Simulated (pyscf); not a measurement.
Structures and frequencies: ωB97X-D3(BJ)/def2-SVP in PySCF.

**Question.** Estimate the classical barrier height and the reaction energy of O=CrH(=O)–OH -> O=Cr(=O)=O + H₂ at PBE/def2-TZVP. The step runs on the singlet surface, breaks Cr–H, H–O and forms H–H; take the reactant's lowest minimum found as zero.

**Answer.** ΔE‡ = 34.4 kcal/mol, ΔE = +42.8 kcal/mol. ωB97M-D3(BJ)/def2-TZVP gives 44.0 kcal/mol and +51.1 kcal/mol. Zero-point energy shifts the barrier by -2.5 kcal/mol. It is an elimination, with an imaginary mode of 1315i cm⁻¹. On the product side the descent ends in an adduct with a Cr–H contact, 17.2 kcal/mol under the separated species and 10.5 kcal/mol under the saddle at ωB97X-D3(BJ)/def2-TZVP. At PBE the saddle lies under the separated products, which points to a path from their complex (located at ωB97X-D3(BJ) alone), and parting the products costs more than the saddle. One saddle was located; it need not be the lowest between these sides.
